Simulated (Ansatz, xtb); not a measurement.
Ranking isomers of C3H7NO

3 gas-phase structures of C3H7NO, from a drawn sample of its isomers (lower ones may exist). Each was relaxed with GFN2-xTB; where two conformers were screened, the lower at r2SCAN-D4/def2-SVP is listed:

A. `CO/C=C\N`, a singlet
B. `CO/C=C/N`, a singlet
C. `C=C(N)OC`, a singlet

Problem. Make a reasoned guess at their ranking by r2SCAN-D4/def2-SVP single-point energy.

Solution. Calculated order at r2SCAN-D4/def2-SVP: C (0.0), A (8.3), B (10.2) kcal/mol.

Energies above the lowest of each column, in kcal/mol; the last columns are at PBE0-D3(BJ)/def2-SVP geometries:

| structure | GFN2-xTB | HF/STO-3G | r2SCAN-D4/def2-SVP | PBE0-D3(BJ)/def2-SVP | CCSD(T)/def2-SVP + ΔMP2/def2-TZVPP |
| --- | --- | --- | --- | --- | --- |
| C | 0.0 | 0.0 | 0.0 | 0.0 | 0.0 |
| A | 6.4 | 4.6 | 8.3 | 8.1 | 7.2 |
| B | 5.2 | 5.4 | 10.2 | 9.9 | 9.7 |

Every level run on C puts it lowest or level with the lowest. Flexible structures stand in one conformer each, not always the lowest. ΔMP2 is the change of the MP2 energy from the smaller to the larger basis.

Programs: Ansatz 0.2.0, xtb 6.7.1.
